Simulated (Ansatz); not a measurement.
A calculation on rock-salt KI returned lattice constant a 7.003 Å, formation enthalpy -1.522 eV/atom.

For reference: formation enthalpy -1.699 eV/atom (measured, 298 K, copied from a table, unchecked, not corrected to a static lattice; as tabulated in Wang et al. (2021), doi:10.1038/s41598-021-94550-5).

**Question.** Which level of theory produced these numbers?
(A) LDA (Ansatz, an electronic-structure program)
(B) PBE-D3(BJ) (Ansatz)
(C) PBE (Ansatz)
(D) HSE06 (Ansatz)

**Answer.** B, PBE-D3(BJ) (Ansatz)

The others give: LDA 6.818 Å, -1.493 eV/atom; HSE06 7.144 Å, -1.633 eV/atom; PBE 7.182 Å, -1.503 eV/atom.

Unless a cell is named, each level is at its own relaxed cell (HSE06 45.57, LDA 39.61, PBE 46.31, PBE-D3(BJ) 42.93 Å³/atom).

Caveats: hybrids on metals are sensitive to the k mesh and can open a false gap (HSE06). Ansatz's density-functional and Hartree–Fock values are scalar-relativistic unless marked +SOC, with PAW data made under PBE.
